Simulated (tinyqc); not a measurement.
UHF in the sto-3g basis, for LiH, spin multiplicity 3, step by step. One step of it, computed by the program tinyqc.

Problem. Iteration 2: DIIS coefficients. Solve [B -1; -1 0][c; lambda] = [0; -1] for the coefficients, which sum to one.

B (overlaps of the stored error matrices):
```
,1,2
1,1.2338142e-01,4.2694743e-02
2,4.2694743e-02,1.6564122e-02
```

Give: DIIS coefficients.

Solution.

DIIS coefficients: -0.4790  1.4790
